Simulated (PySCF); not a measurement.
diphosphorus (P2), SMILES P#P. Coordinates come from a B3LYP-D3(BJ)/def2-TZVPD optimisation.

PySCF with TDDFT-B3LYP/def2-TZVPD puts the lowest singlet excitations at 3.55, 3.86, 3.86, 4.29, 4.29, 6.15 eV and the lowest triplet (TDA) at 2.65 eV.

Q: What are the lowest singlet roots from EOM-CCSD/aug-cc-pVDZ run with PySCF? (Estimate from the structure and the level; the computed values follow.)

A: 4.19, 4.42, 4.42, 4.66, 4.66, 6.88 eV; triplets 2.67, 3.48, 3.48 eV. S1 differs by 0.64 eV (second minus first; roots are paired by order, and the bases may differ).
